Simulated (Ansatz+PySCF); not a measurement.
The numbers below are computed, except where a source is named.
Input for PySCF 2.14.0:

```python
from pyscf import gto, scf, cc

mol = gto.M(atom="""
Li 0.000000 0.000000 -0.679080
H 0.000000 0.000000 2.037250
""", basis='6-31g', charge=0, spin=0)
mf = scf.UHF(mol)
mf.kernel()
mycc = cc.CCSD(mf, frozen=None).run()
et = mycc.ccsd_t()
print(mf.e_tot, mycc.e_corr, et, mycc.e_tot + et)
```

The script is written out from the run's settings.

Results

* Converged: yes
* Reference energy: -7.92574 hartree
* CCSD correlation energy: -0.03429 hartree
* Triples correction: -0.00003 hartree
* Total energy: -7.96006 hartree

This is not the lowest solution: another run reaches a determinant 0.37 eV lower. Caution: bonds are stretched, where a single reference can fail.
